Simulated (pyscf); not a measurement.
Optimised with ωB97X-D3(BJ)/def2-SVP in PySCF. Correlated levels are frozen-core, on RHF or UHF. ΔMP2 is the change of the MP2 total energy from the triple- to the quadruple-zeta basis.

Question: What are the homolytic bond dissociation enthalpies (298 K) of [HC–NH–CH₃] (SMILES [CH]NC) [singlet] at CCSD(T)/def2-TZVPP + ΔMP2(QZVPP), weakest first?

Answer: C–N to •HC=NH + CH₃•: 44.5 kcal/mol; H–N to •HC=N–CH₃ + H•: 61.4 kcal/mol. Ring and multiple bonds, and those that leave no two simple radicals, are not listed. The radicals are drawn with the spin at the cut bond; how far it spreads was not checked. [HC–NH–CH₃] [singlet] lies 43.2 kcal/mol over its isomer H₃C–CH=NH, and others may lie lower still (electronic energy, ωB97M-D3(BJ)). •HC=NH lies 8.1 kcal/mol over its isomer H₂C=N•, and others may lie lower still (electronic energy, ωB97M-D3(BJ)). Other isomers of •HC=N–CH₃ were not searched in full and may lie lower. The CCSD(T) − MP2 part came from Ansatz, without density fitting, on the same reference.
